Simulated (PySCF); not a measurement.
**singlet [BH2]+ at 6 levels**

Wanted: a comparison of 6 runs (B2PLYP/cc-pVTZ, M06-2X/cc-pVTZ, M06-L/cc-pVTZ, r2SCAN/cc-pVTZ, revPBE/cc-pVTZ, wB97M-V/cc-pVTZ) of singlet [BH2]+. The job is set up through a Python script.

The results are computed with PySCF 2.14.0.

2 further runs of the same task are left out: 1 that didn't finish, 1 set aside as unsound or not needed. Runs told in other sessions of the task aren't counted.

## Step 1: The structure to begin with

[BH2]+ has 3 atoms, charge +1, and is taken as a singlet. As SMILES of the parent species, `[BH2]`. The shape is that of a GFN2-xTB optimisation. That shape belongs to the parent species and isn't relaxed for this state.

Bond lengths: B1–H2 1.159 Å, B1–H3 1.159 Å. Angles: H2–B1–H3 128.4°.

## Step 2: A single-point energy at B2PLYP/cc-pVTZ (run 1)

Input file input.py:

```python
from pyscf import gto, dft, mp

mol = gto.Mole()
mol.atom = '''
B      0.496696    -0.314129     0.243094
H      0.529161     1.861985     0.493181
H     -1.025857    -1.547856    -0.736294
'''
mol.basis = 'cc-pvtz'
mol.max_memory = 1860
mol.unit = 'bohr'
mol.verbose = 3
mol.charge = 1
mol.build()

myscf = dft.RKS(mol)
myscf.xc = '0.53*HF + 0.47*B88, 0.73*LYP'
myscf.conv_tol = 1e-10
myscf.grids.level = 5
myscf.kernel()
if not myscf.converged:
    myscf = myscf.newton().run(myscf.mo_coeff, myscf.mo_occ)

pt = mp.MP2(myscf, frozen=1).run()
etot = myscf.e_tot + 0.27 * pt.e_corr
print('PT2 part  %.8f' % (0.27 * pt.e_corr))
print('Final energy', etot)
```

Run with:

```console
$ OMP_NUM_THREADS=1 python input.py
```

The log of the run:

```text
<dir> SyntaxWarning: invalid escape sequence '\W'
  S = {(paw_set(r)[0], bool(re.search(r"spin_orbit\W+true|paw_fr", str((r.get("files") or {}).get("input") or "")) or re.search("(?i)spin.orbit\W+(value\W+)?(true|yes)|value\W+spin-orbit", json.dumps(r.get("inputs"), default=str)))) for r in records}
converged SCF energy = -25.549879204939
E(RMP2) = -25.6352198028468  E_corr = -0.085340597907743
E(SCS-RMP2) = -25.6485458847797  E_corr = -0.0986666798406815
PT2 part  -0.02304196
Final energy -25.57292116637412
```

Wall time 2.9 s (1 thread of Arm Neoverse V1, shared host); peak memory 0.28 GiB.

## Step 3: The energy at M06-2X/cc-pVTZ (run 2)

Input file input.py:

```python
from pyscf import gto, dft

mol = gto.M(
    atom='''
B      0.262840    -0.166230     0.128640
H      0.280020     0.985320     0.260980
H     -0.542860    -0.819090    -0.389630
''',
    basis='cc-pvtz',
    max_memory=1860,
    charge=1,
    verbose=3,
    spin=0,
)

mf = dft.RKS(mol, xc='m06-2x')
mf.conv_tol = 1e-10
mf.grids.level = 5
mf.kernel()
if not mf.converged:
    mf = mf.newton().run(mf.mo_coeff, mf.mo_occ)

e_final = mf.e_tot
print('E(%s) = %.9f' % ('M06-2X', e_final))
```

Run with:

```console
$ OMP_NUM_THREADS=1 python input.py
```

The log of the run:

```text
<dir> SyntaxWarning: invalid escape sequence '\W'
  S = {(paw_set(r)[0], bool(re.search(r"spin_orbit\W+true|paw_fr", str((r.get("files") or {}).get("input") or "")) or re.search("(?i)spin.orbit\W+(value\W+)?(true|yes)|value\W+spin-orbit", json.dumps(r.get("inputs"), default=str)))) for r in records}
converged SCF energy = -25.5896761374835
E(M06-2X) = -25.589676137
```

Run time: 5.4 s. Hardware: 1 thread of Arm Neoverse V1, shared host; peak memory 0.31 GiB.

Runs 3 to 5 aren't shown in full; the table further down has their settings and results.

## Step 4: The energy at wB97M-V/cc-pVTZ (run 6)

Input file run.py:

```python
from pyscf import gto, dft

mol = gto.Mole()
mol.atom = '''
B    0.262840  -0.166230   0.128640
H    0.280020   0.985320   0.260980
H   -0.542860  -0.819090  -0.389630
'''
mol.verbose = 3
mol.basis = 'cc-pvtz'
mol.charge = 1
mol.max_memory = 1860
mol.build()

mf = dft.RKS(mol, xc='wb97m-v')
mf.grids.level = 5
mf.nlcgrids.level = 1
mf.conv_tol = 1e-10
mf.kernel()
if not mf.converged:
    mf = mf.newton().run(mf.mo_coeff, mf.mo_occ)

energy = mf.e_tot
print('E = %.10f Eh' % energy)
```

Run with:

```console
$ OMP_NUM_THREADS=1 python run.py
```

The log of the run:

```text
<dir> SyntaxWarning: invalid escape sequence '\W'
  S = {(paw_set(r)[0], bool(re.search(r"spin_orbit\W+true|paw_fr", str((r.get("files") or {}).get("input") or "")) or re.search("(?i)spin.orbit\W+(value\W+)?(true|yes)|value\W+spin-orbit", json.dumps(r.get("inputs"), default=str)))) for r in records}
converged SCF energy = -25.5807228594258
E = -25.5807228594 Eh
```

Run time: 9.3 s. Hardware: 1 thread of Arm Neoverse V1, shared host; peak memory 0.31 GiB.

## Step 5: Overview of the runs

| run | level | frozen core orbitals | nlc grid | energy (Eh) | HOMO energy (eV) | LUMO energy (eV) | HOMO–LUMO gap (eV) | wall time |
| --- | --- | --- | --- | --- | --- | --- | --- | --- |
| 1 | B2PLYP/cc-pVTZ | 1 | – | -25.572921 | -21.37 | -10.48 | 10.89 | 2.9 s |
| 2 | M06-2X/cc-pVTZ | – | – | -25.589676 | -21.31 | -10.86 | 10.45 | 5.4 s |
| 3 | M06-L/cc-pVTZ | – | – | -25.597135 | -18.64 | -12.38 | 6.26 | 5.7 s |
| 4 | r2SCAN/cc-pVTZ | – | – | -25.571758 | -18.67 | -12.70 | 5.97 | 5.4 s |
| 5 | revPBE/cc-pVTZ | – | – | -25.589830 | -18.34 | -13.16 | 5.18 | 2.7 s |
| 6 | wB97M-V/cc-pVTZ | – | 1 | -25.580723 | -22.24 | -9.78 | 12.46 | 9.3 s |

## Step 6: Results

| quantity | value |
| --- | --- |
| run 6: total energy | -25.58072 Eh |
| run 6: HOMO energy | -22.24 eV |
| run 6: LUMO energy | -9.78 eV |
| run 6: HOMO–LUMO gap | 12.46 eV |

The HOMO–LUMO gap runs from 5.18 eV (revPBE/cc-pVTZ) to 12.46 eV (wB97M-V/cc-pVTZ). Totals of different functionals can't be ranked against each other. All runs together took 32 s, the longest 9.3 s.
